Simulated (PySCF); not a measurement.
Record of a relaxation.

Compound: ethyl propyl ether, C5H12O.
Atom-mapped SMILES: `[CH3:1][CH2:2][CH2:3][O:4][CH2:5][CH3:6]` (hydrogens: H7, H8, H9 on C1; H10, H11 on C2; H12, H13 on C3; H14, H15 on C5; H16, H17, H18 on C6)

Computed by this run: PBE0-D3(BJ)/def2-TZVP geometry optimisation, gas phase (PySCF); density fitting, grid level 2; the optimiser is geomeTRIC in internal coordinates, started from a GFN2-xTB structure with every atom displaced at random (about 0.01 Å). 6 of its 8 geometries are shown. The frame can shift and turn from step to step; on so coarse a grid that alone can change the energy by a few meV, and forces under 0.02 eV/Å are noise.

Step 0: E = -7422.0285 eV, largest atomic force 1.909 eV/Å
```
atom  x, y, z in Å  |  force x, y, z in eV/Å
C1     -2.954   -0.413   -0.240   -0.600   1.373  -0.112
C2     -1.738    0.405    0.125    0.525  -0.265   0.348
C3     -0.477   -0.372   -0.177    1.088   1.023   0.599
O4      0.687    0.419    0.189   -1.884  -0.253  -0.180
C5      1.883   -0.228   -0.058    0.659   0.179   0.500
C6      3.010    0.707    0.377   -0.372  -0.414  -0.021
H7     -2.963   -0.628   -1.306   -0.031  -0.250  -0.145
H8     -3.857    0.190   -0.027    0.208  -0.374  -0.095
H9     -3.015   -1.314    0.334   -0.037  -0.698   0.264
H10    -1.750    0.656    1.200    0.029  -0.044  -0.301
H11    -1.712    1.343   -0.423   -0.052   0.192  -0.104
H12    -0.402   -0.623   -1.234   -0.073  -0.057  -0.338
H13    -0.478   -1.306    0.388    0.108  -0.224   0.137
H14     1.916   -1.165    0.523    0.169  -0.044  -0.132
H15     1.972   -0.477   -1.119    0.101  -0.127  -0.248
H16     2.963    1.645   -0.174   -0.012   0.042  -0.096
H17     3.974    0.236    0.195    0.133   0.009   0.028
H18     2.914    0.939    1.443    0.040  -0.069  -0.103
```

Step 1: E = -7422.1108 eV, largest atomic force 0.305 eV/Å
```
atom  x, y, z in Å  |  force x, y, z in eV/Å
C1     -2.905   -0.419   -0.631   -0.021  -0.092   0.095
C2     -1.727    0.403   -0.143   -0.053   0.050   0.019
C3     -0.412   -0.325   -0.287   -0.086  -0.184   0.070
O4      0.594    0.406    0.361    0.258  -0.027  -0.161
C5      1.866   -0.174    0.176   -0.067   0.049   0.000
C6      2.905    0.650    0.892   -0.054   0.127  -0.106
H7     -2.800   -0.697   -1.682    0.031  -0.043  -0.050
H8     -3.840    0.136   -0.535   -0.011   0.020   0.013
H9     -3.008   -1.341   -0.044    0.009   0.088  -0.115
H10    -1.865    0.652    0.913    0.032   0.021   0.009
H11    -1.667    1.353   -0.684   -0.006  -0.016   0.021
H12    -0.167   -0.475   -1.357    0.001   0.058   0.163
H13    -0.485   -1.330    0.169   -0.022   0.065  -0.090
H14     1.863   -1.205    0.558   -0.013  -0.060   0.035
H15     2.086   -0.237   -0.901    0.038   0.031   0.017
H16     2.909    1.674    0.505   -0.001  -0.081   0.063
H17     3.902    0.226    0.742   -0.056  -0.015   0.024
H18     2.695    0.686    1.963    0.022   0.007  -0.007
```

Step 3: E = -7422.1194 eV, largest atomic force 0.039 eV/Å
```
atom  x, y, z in Å  |  force x, y, z in eV/Å
C1     -2.904   -0.407   -0.641   -0.004   0.021  -0.018
C2     -1.727    0.397   -0.115    0.001  -0.008   0.013
C3     -0.418   -0.339   -0.276    0.010   0.018  -0.005
O4      0.606    0.392    0.343    0.006   0.007  -0.015
C5      1.873   -0.191    0.176   -0.033   0.000   0.020
C6      2.898    0.665    0.876    0.016  -0.010   0.002
H7     -2.778   -0.654   -1.699   -0.002   0.006   0.003
H8     -3.837    0.150   -0.541    0.002  -0.004  -0.003
H9     -3.018   -1.346   -0.094    0.001  -0.014   0.007
H10    -1.864    0.627    0.946   -0.013  -0.014  -0.003
H11    -1.659    1.357   -0.636    0.011   0.008   0.007
H12    -0.188   -0.479   -1.345   -0.015  -0.016  -0.022
H13    -0.492   -1.346    0.168    0.014  -0.001   0.024
H14     1.873   -1.212    0.589    0.006   0.004  -0.006
H15     2.108   -0.276   -0.896    0.002  -0.004  -0.005
H16     2.898    1.675    0.465   -0.002   0.009  -0.007
H17     3.896    0.240    0.752    0.004  -0.002   0.003
H18     2.679    0.730    1.944   -0.004  -0.001   0.003
```

Step 4: E = -7422.1211 eV, largest atomic force 0.068 eV/Å
```
atom  x, y, z in Å  |  force x, y, z in eV/Å
C1     -2.901   -0.401   -0.651    0.016   0.019  -0.038
C2     -1.730    0.391   -0.096    0.010  -0.010  -0.014
C3     -0.420   -0.339   -0.273   -0.002   0.035   0.004
O4      0.609    0.399    0.329   -0.053   0.041   0.014
C5      1.870   -0.196    0.183    0.062  -0.019  -0.004
C6      2.900    0.669    0.864   -0.004  -0.026   0.026
H7     -2.764   -0.614   -1.715   -0.015   0.008   0.006
H8     -3.838    0.149   -0.543   -0.002  -0.002   0.004
H9     -3.016   -1.358   -0.138   -0.002  -0.017   0.024
H10    -1.872    0.595    0.970   -0.015  -0.019   0.000
H11    -1.660    1.362   -0.594    0.009   0.012   0.010
H12    -0.207   -0.479   -1.345   -0.003  -0.019  -0.021
H13    -0.481   -1.344    0.175    0.007  -0.019   0.021
H14     1.864   -1.207    0.622   -0.001   0.002  -0.007
H15     2.111   -0.311   -0.886   -0.005  -0.008   0.001
H16     2.910    1.668    0.425    0.009   0.015  -0.011
H17     3.896    0.233    0.761   -0.003   0.003  -0.013
H18     2.676    0.766    1.928   -0.007   0.003  -0.003
```

Step 6: E = -7422.1226 eV, largest atomic force 0.051 eV/Å
```
atom  x, y, z in Å  |  force x, y, z in eV/Å
C1     -2.899   -0.390   -0.673    0.007   0.000  -0.011
C2     -1.735    0.380   -0.073    0.003   0.002  -0.015
C3     -0.421   -0.340   -0.266   -0.001   0.004   0.002
O4      0.611    0.411    0.317   -0.028   0.015   0.013
C5      1.867   -0.202    0.195    0.046  -0.015  -0.014
C6      2.905    0.676    0.847   -0.013  -0.005   0.008
H7     -2.756   -0.551   -1.745   -0.005   0.002   0.001
H8     -3.838    0.150   -0.543   -0.002  -0.001   0.006
H9     -3.012   -1.371   -0.204    0.000   0.001   0.004
H10    -1.892    0.539    0.998   -0.004  -0.003   0.002
H11    -1.659    1.371   -0.529    0.002   0.001   0.005
H12    -0.223   -0.487   -1.340    0.003  -0.006   0.002
H13    -0.465   -1.342    0.192   -0.003  -0.002   0.002
H14     1.848   -1.196    0.670   -0.004   0.002   0.001
H15     2.108   -0.359   -0.868   -0.004   0.002   0.003
H16     2.933    1.656    0.368    0.005   0.001  -0.002
H17     3.895    0.221    0.765   -0.001   0.002  -0.005
H18     2.677    0.818    1.905   -0.001   0.001  -0.003
```

Step 7: E = -7422.1227 eV, largest atomic force under 0.02 eV/Å
```
atom  x, y, z in Å  |  force x, y, z in eV/Å
C1     -2.898   -0.387   -0.677    0.000  -0.001  -0.001
C2     -1.735    0.378   -0.072   -0.001   0.001  -0.004
C3     -0.421   -0.341   -0.262    0.000  -0.001  -0.001
O4      0.610    0.410    0.320   -0.005  -0.002   0.006
C5      1.867   -0.203    0.197    0.010  -0.003  -0.007
C6      2.906    0.676    0.845   -0.003   0.002  -0.001
H7     -2.756   -0.543   -1.750    0.000   0.001  -0.001
H8     -3.838    0.152   -0.544   -0.001  -0.001   0.003
H9     -3.012   -1.370   -0.213    0.001   0.001  -0.003
H10    -1.896    0.533    0.999   -0.001   0.002   0.000
H11    -1.656    1.372   -0.523    0.002  -0.001   0.001
H12    -0.222   -0.491   -1.336    0.001  -0.002   0.003
H13    -0.466   -1.343    0.197   -0.002   0.003   0.001
H14     1.849   -1.196    0.673   -0.001   0.001   0.002
H15     2.105   -0.361   -0.867   -0.002   0.002   0.001
H16     2.934    1.656    0.364    0.000  -0.002   0.001
H17     3.895    0.221    0.763    0.001   0.000   0.001
H18     2.679    0.821    1.903    0.001   0.000   0.000
```

**Question.** Summarise the path.

**Answer.** The energy falls by 9.10 kJ/mol from step 0 to step 7; nine tenths of that is first reached at step 2. It falls at every step. The largest force goes from 1.909 to under 0.02 eV/Å. Among the bonds C3–O4 changes most, from 1.454 to 1.403 Å; the atoms move by 0.021 Å rms after alignment.

**Question.** Follow the three bonds and two angles with the largest change from start to end.

**Answer.** 
```tsv
step	E above end (kJ/mol)	largest force (eV/Å)	C3–O4 (Å)	C1–H9 (Å)	O4–C5 (Å)	H7–C1–H9 (°)	C2–C1–H8 (°)
0	9.10	1.909	1.454	1.071	1.382	111.0	108.3
1	1.15	0.305	1.402	1.097	1.410	108.1	111.2
2	0.46	0.100	1.403	1.094	1.407	107.7	111.1
3	0.33	0.039	1.403	1.093	1.405	107.6	111.2
4	0.16	0.068	1.403	1.093	1.402	107.4	111.3
5	0.07	0.087	1.403	1.093	1.402	107.4	111.3
6	0.01	0.051	1.403	1.093	1.403	107.5	111.3
7	0.00	under 0.02	1.403	1.094	1.404	107.6	111.2
```

The cost below is that of the whole optimisation. The run took 11 min wall, 15 min CPU on 2 threads, Intel Xeon at 2.50 GHz (x86_64), on a shared host, and the process peaked at 1.5 GiB of memory.
